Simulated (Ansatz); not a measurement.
# FHMgO: taking an electron away

One table from this session's results is given with a row withheld; the runs are named, their logs left out.

Method: unrestricted cation, the program's frozen cores in correlated methods; program: Ansatz 0.2.0, Gaussian basis.

Levels to be run: UKS PBE-D4/def2-TZVPP; UKS r2SCAN-D4/def2-TZVPP; UKS PBE0-D4/def2-TZVPP; UKS B3LYP-D4/def2-TZVPP; UKS wB97X-V/def2-TZVPP; UKS wB97M-V/def2-TZVPP; UKS B2PLYP/def2-TZVPP; UHF-CCSD(T)/def2-TZVPP; UHF-CCSD(T)/def2-QZVPP; extrapolation to the limit; then −ε(HOMO) from the neutral's earlier runs with LDA (SPW92), PBE-D4, revPBE-D4, BLYP-D4, r2SCAN-D4, B97M-V, PBE0-D4, B3LYP-D4, r2SCANh-D4, r2SCAN0-D4, HSE06-D4, BHLYP-D4, CAM-B3LYP-D4, LC-ωPBE, ωB97X-V, ωB97M-V.

## The geometry

The geometry comes from an earlier relaxation with PBE0-D4 in a triple-zeta def2 set; it is a stationary point.

SMILES `[OH][Mg][F]`, 4 atoms, charge 0, spin multiplicity 1.

Atoms are counted from 1 here; the program's logs count them from 0.

Bond lengths: O1–Mg2 1.754 Å, O1–H4 0.947 Å, Mg2–F3 1.751 Å. Angles: Mg2–O1–H4 165.3°, O1–Mg2–F3 178.3°.

Set-up of the first run:

The input, in.yaml:

```yaml
crystal:
  periodic: [false, false, false]
  atoms:
    - {symbol: O, position_ang: [-0.021792, 1.049552, -0.217901]}
    - {symbol: Mg, position_ang: [-0.028935, -0.677222, 0.087151]}
    - {symbol: F, position_ang: [-0.080664, -2.405105, 0.364896]}
    - {symbol: H, position_ang: [0.186891, 1.972375, -0.254546]}
basis:
  gaussian: {orbitals: def2-TZVPP}
total_charge: 1
magnetization: {spin_polarized: true, initial_magnetization: 1}
hamiltonian: {xc: pbe, dispersion: d4}
```

The run is started by

```
$ ansatz run in.yaml --threads 2 --pin off --events-out ev --progress --plain --max-ram 32768MiB --backend cpu
```

Steps of the session up to this table: Cation, UKS PBE-D4/def2-TZVPP; Cation, UKS r2SCAN-D4/def2-TZVPP; Cation, UKS PBE0-D4/def2-TZVPP; Cation, UKS B3LYP-D4/def2-TZVPP; Cation, UKS wB97X-V/def2-TZVPP; Cation, UKS wB97M-V/def2-TZVPP; Cation, UKS B2PLYP (frozen core)/def2-TZVPP; Cation, UHF-CCSD(T)/def2-TZVPP; Cation, UHF-CCSD(T)/def2-QZVPP.

One table of the session follows, with a row left open; its other results are not shown here.

For comparison, −ε(HOMO) of the neutral from earlier runs:

```
  functional  −ε(HOMO) (eV)
 LDA (SPW92)           6.88
      PBE-D4           6.64
   revPBE-D4           6.55
     BLYP-D4           6.58
   r2SCAN-D4           6.96
      B97M-V              ?
     PBE0-D4           8.28
    B3LYP-D4           8.05
  r2SCANh-D4           7.58
  r2SCAN0-D4           8.53
    HSE06-D4           7.87
    BHLYP-D4           9.91
CAM-B3LYP-D4           9.87
     LC-ωPBE          11.25
     ωB97X-V          10.87
     ωB97M-V          10.82
```

Estimate the missing values for B97M-V.

**Answer.** −ε(HOMO) (eV): 6.98. In the column «−ε(HOMO) (eV)» it lies between r2SCAN-D4 (6.96) and r2SCANh-D4 (7.58).
